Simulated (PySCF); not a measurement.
Gas-phase reaction: HSiNH2 ⇌ NH3 + Si

Method: PySCF energies plus ideal-gas RRHO corrections (1 bar). † marks an energy on the PBE0/def2-TZVP geometry and frequencies; other levels use their own. MP2 and CCSD(T) freeze the core. Open shells (unrestricted): Si (multiplicity 3, electronic degeneracy 9); the rest are closed-shell singlets. Spin-orbit splitting is ignored; it lowers the true energy and changes the entropy of Si. HSiNH2: computed as isolated molecules; such fragments, hydroxides, amides, oligomers or adducts are transient or little studied in the gas. MP2 isn't extrapolated to the basis-set limit; its ΔH°(298 K) is 273.4 kJ in def2-SVP and 288.6 kJ in def2-TZVPP. CCSD(T) isn't extrapolated to the basis-set limit; its ΔH°(298 K) is 270.1 kJ in def2-SVP and 284.9 kJ in def2-TZVPP. The harmonic model lacks anharmonicity and excited electronic states, which grow with temperature; levels with a mode under 35 cm⁻¹ are left out. Internal rotation in HSiNH2 is treated as a harmonic vibration of one conformer, which makes the entropy rough.

| level | ΔE electronic, kJ | ΔH°(298 K), kJ | ΔS°(298 K), J/K | ΔG°(1000 K), kJ |
|---|---|---|---|---|
| CCSD(T)/def2-SVP† | 263 | 270 | 116 | 155 |
| CCSD(T)/def2-TZVPP† | 277 | 285 | 116 | 169 |
| MP2/def2-SVP† | 266 | 273 | 116 | 158 |
| PBE/def2-SVP | 302 | 309 | 115 | 195 |
| PBE0/def2-SVP† | 288 | 296 | 116 | 180 |
ΔH° is lowest at CCSD(T)/def2-SVP† and highest at PBE/def2-SVP. No reference value is set beside these.
